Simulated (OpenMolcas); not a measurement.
**OH (SMILES [OH]): a chain of runs**

Wanted: a single-point energy (UHF/3-21G), then the energy (CASSCF(3,3)/3-21G), then a single-point energy (CASPT2(3,3)/3-21G), then the energy (SC-NEVPT2(3,3)/3-21G), then the energy (MRCI(3,3)/3-21G) of OH. 

The results are computed with OpenMolcas 26.06.

## Step 1: The system as given

OH has 2 atoms, charge 0, and is taken as a doublet. SMILES: `[OH]`. The O1–H2 distance was set to 1.927 Å, away from the relaxed value.

## Step 2: A single-point energy at UHF/3-21G (run 1)

struct.xyz reads:

```xyz
2

O      1.235306    -0.395489     0.637288
H     -0.411770     0.131830    -0.212430
```

step1.input reads:

```
* HO Hartree-Fock

&GATEWAY
  BasLib=$CurrDir
  Coord=struct.xyz
  Basis=3-21G
  Group=NoSym

&SEWARD

&SCF
  UHF
  Spin=2
  Scramble=0.25
  PrOrbitals=1 1
```

The basis set 3-21G is read from a file made from the Basis Set Exchange's data (not shown).

Launch:

```console
$ export MOLCAS_MEM=1860
$ pymolcas step1.input > step1.log
```

Standard output:

```text
--- Start Module: gateway ---
[...]
--- Stop Module: gateway /rc=_RC_ALL_IS_WELL_ ---
--- Start Module: seward ---
[...]
      Basis functions           11
--- Stop Module: seward /rc=_RC_ALL_IS_WELL_ ---
--- Start Module: scf ---
[...]
       Convergence after  21 Iterations
[...]
::    Total SCF energy                                -74.8929644855
[...]
      Total spin, S                                     0.8761074356
[...]
      Total electronic charge=    9.000000
      Total            charge=   -0.000000
[...]
      Dipole Moment (debye):
      Origin of the operator (angstrom)=    1.1377   -0.3642    0.5869
                   X= -1.3889E-01               Y=  4.4465E-02               Z= -7.1651E-02           Total=  1.6248E-01
      Quadrupole Moment (debye*angstrom):
[...]
--- Stop Module: scf /rc=_RC_ALL_IS_WELL_ ---
[...]
```

Run time: 1.9 s. Hardware: 1 thread of Arm Neoverse V1, shared host; peak memory 0.37 GiB.

## Step 3: The energy at CASSCF(3,3)/3-21G (run 2)

struct.xyz is that of step 2.

step2.input reads:

```
&GATEWAY
 BASLIB = $CurrDir
 COORD = struct.xyz
 BASIS = 3-21G
 GROUP = NoSym

&SEWARD

&RASSCF
 FILEORB = $CurrDir/step1.UnaOrb
 SPIN = 2
 NACTEL = 3 0 0
 INACTIVE = 3
 RAS2 = 3
 ORBLISTING = Nothing
 ORBAPPEAR = Compact
```

The basis set 3-21G is read from a file made from the Basis Set Exchange's data (not shown).

Launch:

```console
$ export MOLCAS_MEM=1860
$ pymolcas step2.input > step2.log
```

Standard output:

```text
--- Start Module: gateway ---
[...]
--- Stop Module: gateway /rc=_RC_ALL_IS_WELL_ ---
--- Start Module: seward ---
[...]
      Basis functions           11
--- Stop Module: seward /rc=_RC_ALL_IS_WELL_ ---
--- Start Module: rasscf ---
[...]
      Number of active orbitals                  3
[...]
      Spin quantum number                      0.5
[...]
      Active orbitals                            3
[...]
      Number of CSFs                             8
[...]
      Number of root(s) required                 1
[...]
      Convergence after  7 iterations
[...]
      printout of CI-coefficients larger than  0.05 for root  1
      energy=     -74.904246
      conf/sym  111     Coeff  Weight
             1  2u0  -0.83891 0.70377
             4  udu  -0.27830 0.07745
             6  uud  -0.16068 0.02582
             8  0u2  -0.43927 0.19296
      Natural orbitals and occupation numbers for root  1
      sym 1:   1.510813   1.000000   0.489187
      ************************************************************************************************************************
      *                                                    Final results                                                     *
[...]
::    RASSCF root number  1 Total energy:    -74.90424609
[...]
      Total electronic charge=    9.000000
      Total            charge=   -0.000000
[...]
      Dipole Moment (debye):
      Origin of the operator (angstrom)=    1.1377   -0.3642    0.5869
                   X= -2.7948E-01               Y=  8.9475E-02               Z= -1.4418E-01           Total=  3.2696E-01
      Quadrupole Moment (debye*angstrom):
[...]
--- Stop Module: rasscf /rc=_RC_ALL_IS_WELL_ ---
[...]
```

Run time: 1.7 s. Hardware: 1 thread of Arm Neoverse V1, shared host; peak memory 0.37 GiB.

## Step 4: A single-point energy at CASPT2(3,3)/3-21G (run 3)

struct.xyz is that of step 3.

step3.inp reads:

```
&gateway
baslib
$CurrDir
coord
struct.xyz
basis
3-21G
group
NoSym
&seward
&rasscf
fileorb
$CurrDir/step2.RasOrb
spin
2
nactel
3 0 0
inactive
3
ras2
3
orblisting
Nothing
orbappear
Compact
&caspt2
imaginary
0.1
frozen
1
```

The basis set 3-21G is read from a file made from the Basis Set Exchange's data (not shown).

Launch:

```console
$ export MOLCAS_MEM=1860
$ pymolcas step3.inp > step3.log
```

Standard output:

```text
--- Start Module: gateway ---
[...]
--- Stop Module: gateway /rc=_RC_ALL_IS_WELL_ ---
[...]
      Basis functions           11
[...]
--- Start Module: rasscf ---
[...]
      Number of active orbitals                  3
[...]
      Spin quantum number                      0.5
[...]
      Active orbitals                            3
[...]
      Number of CSFs                             8
[...]
      Number of root(s) required                 1
[...]
      Convergence after  4 iterations
[...]
      printout of CI-coefficients larger than  0.05 for root  1
      energy=     -74.904246
      conf/sym  111     Coeff  Weight
             1  2u0  -0.83891 0.70377
             4  udu  -0.27830 0.07745
             6  uud  -0.16068 0.02582
             8  0u2  -0.43927 0.19296
      Natural orbitals and occupation numbers for root  1
      sym 1:   1.510814   1.000000   0.489186
      ************************************************************************************************************************
      *                                                    Final results                                                     *
[...]
::    RASSCF root number  1 Total energy:    -74.90424609
[...]
      Total electronic charge=    9.000000
      Total            charge=   -0.000000
[...]
      Dipole Moment (debye):
      Origin of the operator (angstrom)=    1.1377   -0.3642    0.5869
                   X= -2.7948E-01               Y=  8.9476E-02               Z= -1.4418E-01           Total=  3.2696E-01
      Quadrupole Moment (debye*angstrom):
[...]
--- Stop Module: rasscf /rc=_RC_ALL_IS_WELL_ ---
--- Start Module: caspt2 ---
[...]
 ###    WARNING: User changed nr of frozen orbitals.                         ###
 ###############################################################################
[...]
      E2 (Variational):          -0.0555849581
      Total energy:             -74.9598310501
[...]
      Reference weight:           0.98815
[...]
::    CASPT2 Root  1     Total energy:    -74.95983105
[...]
--- Stop Module: caspt2 /rc=_RC_ALL_IS_WELL_ ---
[...]
```

Wall time 1.8 s (1 thread of Arm Neoverse V1, shared host); peak memory 0.37 GiB.

## Step 5: The energy at SC-NEVPT2(3,3)/3-21G (run 4)

struct.xyz is that of step 4.

step4.input reads:

```
&GATEWAY
BASLIB=$CurrDir
COORD=struct.xyz
BASIS=3-21G
GROUP=NoSym
&SEWARD
&RASSCF
FILEORB=$CurrDir/step2.RasOrb
SPIN=2
NACTEL=3 0 0
INACTIVE=3
RAS2=3
ORBLISTING=Nothing
ORBAPPEAR=Compact
&CASPT2
SC-NEVPT2
FROZEN=1
```

The basis set 3-21G is read from a file made from the Basis Set Exchange's data (not shown).

Launch:

```console
$ export MOLCAS_MEM=1860
$ pymolcas step4.input > step4.log
```

Standard output:

```text
--- Start Module: gateway ---
[...]
--- Stop Module: gateway /rc=_RC_ALL_IS_WELL_ ---
[...]
      Basis functions           11
[...]
--- Start Module: rasscf ---
[...]
      Number of active orbitals                  3
[...]
      Spin quantum number                      0.5
[...]
      Active orbitals                            3
[...]
      Number of CSFs                             8
[...]
      Number of root(s) required                 1
[...]
      Convergence after  4 iterations
[...]
      printout of CI-coefficients larger than  0.05 for root  1
      energy=     -74.904246
      conf/sym  111     Coeff  Weight
             1  2u0  -0.83891 0.70377
             4  udu  -0.27830 0.07745
             6  uud  -0.16068 0.02582
             8  0u2  -0.43927 0.19296
      Natural orbitals and occupation numbers for root  1
      sym 1:   1.510814   1.000000   0.489186
      ************************************************************************************************************************
      *                                                    Final results                                                     *
[...]
::    RASSCF root number  1 Total energy:    -74.90424609
[...]
      Total electronic charge=    9.000000
      Total            charge=   -0.000000
[...]
      Dipole Moment (debye):
      Origin of the operator (angstrom)=    1.1377   -0.3642    0.5869
                   X= -2.7948E-01               Y=  8.9476E-02               Z= -1.4418E-01           Total=  3.2696E-01
      Quadrupole Moment (debye*angstrom):
[...]
--- Stop Module: rasscf /rc=_RC_ALL_IS_WELL_ ---
--- Start Module: caspt2 ---
[...]
 ###    WARNING: User changed nr of frozen orbitals.                         ###
 ###############################################################################
[...]
      E2 (Variational):          -0.0532461454
[...]
      E2 (Variational):          -0.0531917243
      Total energy:             -74.9574378163
[...]
      Reference weight:           0.98933
[...]
::    SC-NEVPT2 Root  1     Total energy:    -74.95743782
[...]
--- Stop Module: caspt2 /rc=_RC_ALL_IS_WELL_ ---
[...]
```

Run time: 1.8 s. Hardware: 1 thread of Arm Neoverse V1, shared host; peak memory 0.37 GiB.

## Step 6: A single-point energy at MRCI(3,3)/3-21G (run 5)

struct.xyz is that of step 5.

step5.inp reads:

```
>>> EXPORT MOLCAS_PRINT=2

&GATEWAY
  BasLib = $CurrDir
  Coord = struct.xyz
  Basis = 3-21G
  Group = NoSym

&SEWARD

&RASSCF
  FileOrb = $CurrDir/step2.RasOrb
  Spin = 2
  Nactel = 3 0 0
  Inactive = 3
  Ras2 = 3
  OrbListing = Nothing
  OrbAppear = Compact

&MOTRA
  LumOrb
  Frozen = 1

&GUGA
  Electrons = 7
  Spin = 2
  Inactive = 2
  Active = 3
  CIAll = 1

&MRCI
  SDCI
```

The basis set 3-21G is read from a file made from the Basis Set Exchange's data (not shown).

Launch:

```console
$ export MOLCAS_MEM=1860
$ pymolcas step5.inp > step5.log
```

Standard output:

```text
--- Start Module: gateway ---
[...]
--- Stop Module: gateway /rc=_RC_ALL_IS_WELL_ ---
[...]
      Basis functions           11
[...]
      Number of active orbitals                  3
[...]
      Spin quantum number                      0.5
[...]
      Active orbitals                            3
[...]
      Number of CSFs                             8
[...]
      Number of root(s) required                 1
[...]
      Convergence after  4 iterations
[...]
      printout of CI-coefficients larger than  0.05 for root  1
      energy=     -74.904246
      conf/sym  111     Coeff  Weight
             1  2u0  -0.83891 0.70377
             4  udu  -0.27830 0.07745
             6  uud  -0.16068 0.02582
             8  0u2  -0.43927 0.19296
      Natural orbitals and occupation numbers for root  1
      sym 1:   1.510814   1.000000   0.489186
      ************************************************************************************************************************
      *                                                    Final results                                                     *
[...]
::    RASSCF root number  1 Total energy:    -74.90424609
[...]
      Dipole Moment (debye):
      Origin of the operator (angstrom)=    1.1377   -0.3642    0.5869
                   X= -2.7948E-01               Y=  8.9476E-02               Z= -1.4418E-01           Total=  3.2696E-01
      Quadrupole Moment (debye*angstrom):
[...]
      *** WARNING: Default frozen orbitals is overwritten by user input.
      *** Default values:   1
[...]
--- Start Module: guga ---
[...]
--- Stop Module: guga /rc=_RC_ALL_IS_WELL_ ---
--- Start Module: mrci ---
[...]
       (But an ACPF correction will be computed)
       USE THE DEFAULT ACPF G-VALUE GFAC=  0.28571428571428570
[...]
                      CI ENERGY:   -74.96410364
[...]
                ACPF CORRECTION:    -0.00059933
[...]
      Total electronic charge=    9.000000
      Total            charge=   -0.000000
[...]
     ACPF CORRECTION:     -0.00059933
[...]
  CI State   1     Total energy:    -74.96410364     QDav:     -0.00084243     QACPF:     -0.00059933
[...]
--- Stop Module: mrci /rc=_RC_ALL_IS_WELL_ ---
[...]
```

Run time: 1.9 s. Hardware: 1 thread of Arm Neoverse V1, shared host; peak memory 0.37 GiB.

## Step 7: Outcome

| quantity | value |
| --- | --- |
| run 1, UHF/3-21G: total energy | -74.89296 Eh |
| run 1, UHF/3-21G: dipole moment | 0.16 D |
| run 1, UHF/3-21G: HOMO energy (highest over α and β) | -13.42 eV |
| run 1, UHF/3-21G: LUMO energy (lowest over α and β) | 3.39 eV |
| run 1, UHF/3-21G: ⟨S²⟩ | 1.644 |
| run 2, CASSCF(3,3)/3-21G: total energy | -74.90425 Eh |
| run 2, CASSCF(3,3)/3-21G: dipole moment (CASSCF density) | 0.33 D |
| run 3, CASPT2(3,3)/3-21G: total energy | -74.95983 Eh |
| run 3, CASPT2(3,3)/3-21G: dipole moment (CASSCF density) | 0.33 D |
| run 4, SC-NEVPT2(3,3)/3-21G: total energy | -74.95744 Eh |
| run 4, SC-NEVPT2(3,3)/3-21G: dipole moment (CASSCF density) | 0.33 D |
| run 5, MRCI(3,3)/3-21G: total energy | -74.96410 Eh |
| run 5, MRCI(3,3)/3-21G: dipole moment (CASSCF density) | 0.33 D |

What this shows: ⟨S²⟩ (run 1, UHF/3-21G) is 1.64 where a pure doublet has 0.75: the reference is spin-contaminated.
